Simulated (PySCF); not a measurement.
Computed NMR parameters against published values

Numbering as in the mapped SMILES `[N:1]#[P:2]`.

Published values to compare with: δ ³¹P P2 275.0 ppm (measured; gas; S. K. Latypov et al., Phys. Chem. Chem. Phys. 2015 (author manuscript)).
σ ¹⁵N N1 -349.0; σ ³¹P P2 53.0 ppm (measured; gas; G. L. Stoychev, PhD thesis, Univ. Bonn 2021 (Stoychev, Auer, Izsak, Neese, JCTC 2018, 14, 619)).
σ ¹⁵N N1 -344.7; σ ³¹P P2 51.6 ppm (CCSD(T)/pcSseg-4; gas (isolated, no vibration); G. L. Stoychev, PhD thesis, Univ. Bonn 2021 (Stoychev, Auer, Izsak, Neese, JCTC 2018, 14, 619)).
σ ¹⁵N N1 -345.5; σ ³¹P P2 55.3 ppm (CCSD(T)/cc-pCVQZ; gas (isolated, no vibration); M. Glasbrenner, PhD thesis, LMU Munich (RPA NMR shieldings paper, SI)).

PySCF 2.14.0 with density-fitted response routines calculation with geometry: GFN2-xTB and shieldings: GIAO PBE0/pcSseg-1; one conformer, no solvent, non-relativistic.

Q: Set the calculated values beside the experiment.

A: 
Reference values: measured (gas; S. K. Latypov et al., Phys. Chem. Chem. Phys. 2015 (author manuscript)).
```json
{"atoms": "P2", "quantity": "δ ³¹P vs 85 % H3PO4", "reference": "275.0", "computed": "338.7", "computed, scaled": "286.9"}
```

Reference values: measured (gas; G. L. Stoychev, PhD thesis, Univ. Bonn 2021 (Stoychev, Auer, Izsak, Neese, JCTC 2018, 14, 619)).
```
atoms  quantity  reference  computed
   N1     σ ¹⁵N     -349.0    -403.2
   P2     σ ³¹P       53.0     -20.3
```

Reference values: CCSD(T)/pcSseg-4 (gas (isolated, no vibration); G. L. Stoychev, PhD thesis, Univ. Bonn 2021 (Stoychev, Auer, Izsak, Neese, JCTC 2018, 14, 619)).
```tsv
atoms	quantity	reference	computed
N1	σ ¹⁵N	-344.7	-403.2
P2	σ ³¹P	51.6	-20.3
```

Reference values: CCSD(T)/cc-pCVQZ (gas (isolated, no vibration); M. Glasbrenner, PhD thesis, LMU Munich (RPA NMR shieldings paper, SI)).
```
atoms  quantity  reference  computed
   N1     σ ¹⁵N     -345.5    -403.2
   P2     σ ³¹P       55.3     -20.3
```

Absolute shieldings are compared as such; zero-point and thermal motion, absent here, lowers them by some tenths of a ppm for H, a few ppm for C and up to about 10 ppm for F.

Computed shifts are σ(ref) − σ with the named reference compound (TMS for H and C) calculated as an isolated molecule at the same level. The measured values may be among those fitted. Shieldings were converted by a linear fit to measured shifts: ³¹P (scatter 18.1 ppm rms vs H3PO4, solution or neat liquid). A few per cent of atoms miss by over 2 rms, more outside the fitted compound classes.

Q: How far are the unscaled ¹⁵N shieldings from the references?

A: Mean signed difference -56.80 ppm, mean absolute 56.80 ppm over 3 comparisons; the largest is -58.5 ppm at N1 (nitrogen bonded to P).

Q: How far are the unscaled ³¹P shieldings from the references?

A: Mean signed difference -73.60 ppm, mean absolute 73.60 ppm over 3 comparisons; the largest is -75.6 ppm at P2 (phosphorus bonded to N).

7 of the 22 published NMR values on file for this molecule are compared. The rest: values from further sources, other calculations.
